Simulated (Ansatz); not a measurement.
**BH3S2 (SMILES SBS) at wB97X/aug-cc-pVDZ**

Aim: the energy change on altering one bond length of BH3S2 at wB97X/aug-cc-pVDZ, from 2 runs. 

Program for the calculation: Ansatz 0.2.0.

37 further runs of the same task are left out: 2 that didn't finish, 35 set aside as unsound or not needed. Runs told in other sessions of the task aren't counted.

### Step 1. The system as given

The species is BH3S2 (6 atoms), meant as a singlet with charge 0. SMILES: `SBS`. Geometry: relaxed at PBE0-D4/def2-TZVP. This is one conformer, not always the lowest.

Bond lengths: S1–B2 1.783 Å, B2–S3 1.787 Å, S1–H4 1.346 Å, B2–H5 1.190 Å, S3–H6 1.342 Å. Angles: S1–B2–S3 122.5°, S1–B2–H5 116.2°, S3–B2–H5 121.4°, B2–S1–H4 98.9°, B2–S3–H6 97.3°.

### Step 2. The energy at wB97X/aug-cc-pVDZ

Input file run.yaml:

```yaml
crystal:
  periodic: [false, false, false]
  atoms:
    - {symbol: S, position_ang: [-0.819900, -0.605200, -1.516500]}
    - {symbol: B, position_ang: [0.091400, -0.453600, 0.008900]}
    - {symbol: S, position_ang: [0.333100, 1.114800, 0.829800]}
    - {symbol: H, position_ang: [-1.145600, 0.688100, -1.694600]}
    - {symbol: H, position_ang: [0.535500, -1.462200, 0.457500]}
    - {symbol: H, position_ang: [1.047600, 0.654100, 1.868800]}
basis:
  gaussian:
    orbitals: aug-cc-pVDZ
hamiltonian:
  xc: {name: wB97X}
accuracy: high
output:
  orbitals: {seedname: orbitals}
```

Launch:

```
$ ansatz run run.yaml --threads 1 --pin off --max-ram 2610MiB --events-out events.jsonl --progress --plain --runs-dir runs
```

Standard output:

```text
Warning: RAYON_NUM_THREADS=1 ignored (pool sized by the plan → 1); use --threads N
Functional definition: wB97X
  name "wB97X"
  parameter omega = 0.3/bohr
  parameter cx = 0.157706
  parameter cx1 = 0.726479
  parameter cx2 = 1.04760
  parameter cx3 = -5.70635
  parameter cx4 = 13.2794
  parameter css1 = -4.33879
  parameter css2 = 18.2308
  parameter css3 = -31.7430
  parameter css4 = 17.2901
  parameter cos1 = 2.37031
  parameter cos2 = -11.3995
  parameter cos3 = 6.58405
  parameter cos4 = -3.78132
  exchange = spin_sum(e_x_unif_sr(omega)*poly(b97_u_x, 1 - cx, cx1, cx2, cx3, cx4)) + cx*exact_x_sr(omega)
      + exact_x_lr(omega)
  correlation = spin_sum(e_c_pw_same_spin*poly(b97_u_same, 1, css1, css2, css3, css4))
      + integral(e_c_pw_opposite_spin*poly(b97_u_opposite, 1, cos1, cos2, cos3, cos4))
2086 factors; integrals over basis functions are off by at most 3.4e-9 eV
511 factors; integrals over basis functions are off by at most 2.0e-9 eV
mean field evaluation 1: about -22396.4447 eV, gradient 1.5e1 eV
mean field evaluation 2: about -22397.1530 eV, gradient 6.6e0 eV
mean field evaluation 4: about -22397.2885 eV, gradient 5.7e-1 eV
mean field evaluation 8: about -22397.3500 eV, gradient 1.0e-2 eV
mean field evaluation 16: about -22397.3500 eV, gradient 4.8e-6 eV
mean field -22397.34995450 eV, -823.0874293587 hartree, gradient 3.4e-8 eV, S^2 0.000000; 0 other end points of the search recorded, 0 dependent functions left out
reference -22397.34994840 eV, -823.0874291346 hartree; 20, 20 occupied and 84, 84 virtual orbitals, 2086 factors
Total energy: -22397.34994840 eV, -823.0874291346 hartree
```

It took 52 s on 1 thread of Arm Neoverse N1, shared host; peak memory 0.57 GiB.

### Step 3. The distorted shape, same level

Input file job.yaml:

```yaml
crystal:
  periodic: [false, false, false]
  atoms:
    - {symbol: S, position_ang: [-1.677313, -0.052351, -2.763319]}
    - {symbol: B, position_ang: [-0.766013, 0.099249, -1.237919]}
    - {symbol: S, position_ang: [-0.524313, 1.667649, -0.417019]}
    - {symbol: H, position_ang: [-2.003013, 1.240949, -2.941419]}
    - {symbol: H, position_ang: [-0.321913, -0.909351, -0.789319]}
    - {symbol: H, position_ang: [1.047600, 0.654100, 1.868800]}
basis:
  gaussian:
    orbitals: aug-cc-pVDZ
hamiltonian:
  xc: {name: wB97X}
accuracy: high
output: {orbitals: {seedname: orbitals}}
```

Launch:

```
$ ansatz run job.yaml --threads 1 --pin off --max-ram 2610MiB --events-out events.jsonl --progress --plain --runs-dir runs
```

Standard output (excerpt; [...] marks lines left out):

```text
Warning: RAYON_NUM_THREADS=1 ignored (pool sized by the plan → 1); use --threads N
[... 2 set-up lines as earlier in the session ...]
[...]
      + exact_x_lr(omega)
[...]
      + integral(e_c_pw_opposite_spin*poly(b97_u_opposite, 1, cos1, cos2, cos3, cos4))
2097 factors; integrals over basis functions are off by at most 3.7e-9 eV
545 factors; integrals over basis functions are off by at most 2.0e-9 eV
[...]
mean field -22392.08439340 eV, -822.8939235576 hartree, gradient 7.5e-8 eV, S^2 0.000000; 0 other end points of the search recorded, 0 dependent functions left out
reference -22392.08438753 eV, -822.8939233416 hartree; 20, 20 occupied and 84, 84 virtual orbitals, 2097 factors
Total energy: -22392.08438753 eV, -822.8939233416 hartree
```

Run time: 58 s. Hardware: 1 thread of Arm Neoverse N1, shared host; peak memory 0.58 GiB.

### Step 4. Summary of results

At wB97X/aug-cc-pVDZ:

| quantity | value |
| --- | --- |
| first shape: total energy | -823.08743 Eh |
| first shape: HOMO energy | -9.91 eV |
| first shape: LUMO energy | 1.12 eV |
| first shape: HOMO–LUMO gap | 11.03 eV |
| distorted shape: total energy | -822.89392 Eh |
| distorted shape: HOMO energy | -9.78 eV |
| distorted shape: LUMO energy | -3.78 eV |
| distorted shape: HOMO–LUMO gap | 6.00 eV |
| energy change with the S3–H6 bond stretched from 1.342 to 2.953 Å | 5.266 eV |

What this shows: With the S3–H6 bond stretched from 1.342 to 2.953 Å the energy rises by 5.27 eV (121 kcal/mol). The first shape isn't relaxed at this level, so the change isn't measured from a minimum. A restricted reference can't describe the breaking bond well at this length.
